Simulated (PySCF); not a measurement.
Molecule: SMILES F[SiH2]F, F2H2Si.

Bonds (- single, = double, # triple, : aromatic): F1-Si2, Si2-F3. Si2 carries H4, H5.

Frames of a GFN2-xTB Langevin trajectory at 300 K; GIAO PBE0/pcSseg-1 shieldings in PySCF, gas phase, non-relativistic; equivalent atoms averaged within each frame.

Chemical shifts δ = σref − σ; 19F (170.95 ppm) vs CFCl3; 29Si (349.16 ppm) and 1H (31.72 ppm) against TMS, all at this level. The references are static minima.

How do the shifts (ppm) fluctuate along the trajectory?

## Answers


```tsv
time (fs)	F1/F3	Si2	H4/H5
optimised geometry	-161.8	-14.7	4.97
250	-156.4	-10.3	5.26
425	-153.1	-3.1	5.15
625	-151.5	-14.8	5.64
800	-148.3	-13.7	5.81
1000	-169.0	-14.2	4.73
mean of frames	-155.6	-11.2	5.32
standard deviation	8.0	4.9	0.42
```

5 frames give an uncertainty of the mean of about the standard deviation over 2.2 at best, since frames this close in time may not be independent; classical motion lacks zero-point vibration, and the reference would need the same averaging.
